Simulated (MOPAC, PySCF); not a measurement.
H₂S, SMILES `S`, neutral singlet in the gas phase. 

Cartesian coordinates (Å):
SMILES: S
```xyz
3

S      0.0433     0.6173     0.0000
H     -0.9892    -0.2408     0.0000
H      0.9458    -0.3765     0.0000
```
Charge 0, spin multiplicity 1.

All levels are single points at this geometry (B3LYP-D3(BJ)/def2-TZVP); Pople sets use spherical d functions. Orbital energies aren't observables, and empty levels follow the basis.

PM7 in MOPAC gives gap (eV) = 8.53.

Q: Estimate the gap (eV) from each of these levels: B3LYP-D3(BJ)/def2-TZVP in PySCF; PBE-D3(BJ)/def2-TZVP in PySCF; BP86/6-31G* in PySCF; HF/STO-3G in PySCF; AM1 in MOPAC.

A: 
```json
[
 {"level": "B3LYP-D3(BJ)/def2-TZVP in PySCF", "gap (eV)": "7.51"},
 {"level": "PBE-D3(BJ)/def2-TZVP in PySCF", "gap (eV)": "5.76"},
 {"level": "BP86/6-31G* in PySCF", "gap (eV)": "5.89"},
 {"level": "HF/STO-3G in PySCF", "gap (eV)": "20.22"},
 {"level": "AM1 in MOPAC", "gap (eV)": "10.42"}
]
```
